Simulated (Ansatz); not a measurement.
Input for Ansatz (development build ahead of 0.2.0):

```yaml
crystal:
  periodic: [false, false, false]
  atoms:
    - { symbol: C, position_ang: [-0.04668, -0.01645, -0.48516] }
    - { symbol: C, position_ang: [-0.04162, -0.0157, 0.79908] }
    - { symbol: H, position_ang: [-0.04845, -0.9506, -1.01957] }
    - { symbol: H, position_ang: [-0.0062, 0.98912, -1.00372] }
basis:
  gaussian: { orbitals: def2-TZVP }
hamiltonian:
  xc: hf
correlation:
  method: mp2
  frozen_orbitals: { C: 1, H: 0 }
```

The input is written out in the form of the current development build from the run's settings.

Results

```
Converged                       : yes
Reference energy                : -76.79390 hartree
Correlation energy              : -0.27616 hartree
Total energy                    : -77.07006 hartree
Spin squared of the determinant : 0.000
```
